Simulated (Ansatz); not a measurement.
A run of Ansatz (development build ahead of 0.2.0) on singlet CF2 at this shape:

```xyz
3

C     0.0569    0.0799   -0.5535
F     0.0648    0.9266    0.2763
F     0.0130   -1.0848    0.2738
```

Its results:

```yaml
Converged: yes
Reference_energy: -233.36761 hartree
Correlation_energy: -0.08942 hartree
Total_energy: -233.45703 hartree
Spin_squared_of_the_determinant: 0.000
```

Q: Which input gives this output? Name the method, the orbitals and the basis set, and write the input.

A: RHF-MP2 in STO-3G. An unrestricted run that stays on the closed shell gives the same numbers.

```yaml
crystal:
  periodic: [false, false, false]
  atoms:
    - { symbol: C, position_ang: [0.05693, 0.07992, -0.55355] }
    - { symbol: F, position_ang: [0.06476, 0.92662, 0.27632] }
    - { symbol: F, position_ang: [0.01298, -1.08479, 0.27385] }
basis:
  gaussian: { orbitals: STO-3G }
hamiltonian:
  xc: hf
correlation:
  method: mp2
  frozen_orbitals: { C: 1, F: 1 }
```

Caution: bonds are stretched, where a single reference can fail; stretched shape with no unrestricted run beside it, a lower state can exist.
